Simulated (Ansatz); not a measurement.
Reaction (SMILES): Cl[O] (O-Cl) → Cl atom + O atom
B3LYP-D3(BJ)/def2-TZVP geometries, fixed; electronic energies without zero-point terms.

Basis-set convergence of the atomisation energy at MP2 with Ansatz (a program for electronic structure). Cartesian d functions, on some or all atoms, in 6-311G**, 6-311+G**; all else is spherical. Cores are frozen. Open shells are unrestricted. No added dispersion term, no relativity. Functions are those of the species that has most. Reference: Hartree-Fock in aug-cc-pV(Q+d)Z plus the correlation part extrapolated as X^-3 from aug-cc-pV(T+d)Z and aug-cc-pV(Q+d)Z, 64.12 kcal/mol, itself unsure by roughly 0.71 kcal/mol (a third of the extrapolation step and of the last Hartree-Fock step). Deviations are taken from unrounded values.

| basis | functions | atomisation energy (kcal/mol) |
|---|---|---|
| def2-SVP | 32 | 43.18 |
| def2-SVPD | 50 | 45.44 |
| pcseg-1 | 32 | 41.54 |
| aug-pcseg-1 | 50 | 47.38 |
| cc-pV(D+d)Z | 37 | 42.73 |
| aug-cc-pV(D+d)Z | 55 | 50.60 |
| 6-311G** | 45 | 41.31 |
| 6-311+G** | 53 | 43.47 |
| pcseg-2 | 64 | 57.67 |
| aug-pcseg-2 | 96 | 59.30 |
| def2-TZVP | 68 | 57.57 |
| def2-TZVPD | 86 | 58.43 |
| cc-pV(T+d)Z | 69 | 57.27 |
| aug-cc-pV(T+d)Z | 101 | 59.72 |
| def2-TZVPP | 73 | 57.75 |
| def2-TZVPPD | 91 | 58.55 |
| cc-pV(Q+d)Z | 119 | 61.27 |
| aug-cc-pV(Q+d)Z | 169 | 62.45 |
| pcseg-3 | 124 | 62.18 |
| aug-pcseg-3 | 174 | 62.51 |
| def2-QZVPP | 127 | 61.33 |
| def2-QZVPPD | 145 | 61.58 |

What the diffuse functions change, pair by pair:
- def2-SVP to def2-SVPD: 18 more functions, deviation -20.94 to -18.68 kcal/mol
- pcseg-1 to aug-pcseg-1: 18 more functions, deviation -22.58 to -16.74 kcal/mol
- cc-pV(D+d)Z to aug-cc-pV(D+d)Z: 18 more functions, deviation -21.39 to -13.52 kcal/mol
- 6-311G** to 6-311+G**: 8 more functions, deviation -22.81 to -20.65 kcal/mol
- pcseg-2 to aug-pcseg-2: 32 more functions, deviation -6.45 to -4.82 kcal/mol
- def2-TZVP to def2-TZVPD: 18 more functions, deviation -6.55 to -5.69 kcal/mol
- cc-pV(T+d)Z to aug-cc-pV(T+d)Z: 32 more functions, deviation -6.85 to -4.40 kcal/mol
- def2-TZVPP to def2-TZVPPD: 18 more functions, deviation -6.37 to -5.57 kcal/mol
- cc-pV(Q+d)Z to aug-cc-pV(Q+d)Z: 50 more functions, deviation -2.84 to -1.67 kcal/mol
- pcseg-3 to aug-pcseg-3: 50 more functions, deviation -1.94 to -1.61 kcal/mol
- def2-QZVPP to def2-QZVPPD: 18 more functions, deviation -2.79 to -2.54 kcal/mol

Leaving out the reference's own pair, they bring the value nearer the reference by more than 0.71 kcal/mol in 8 of 10 pairs.
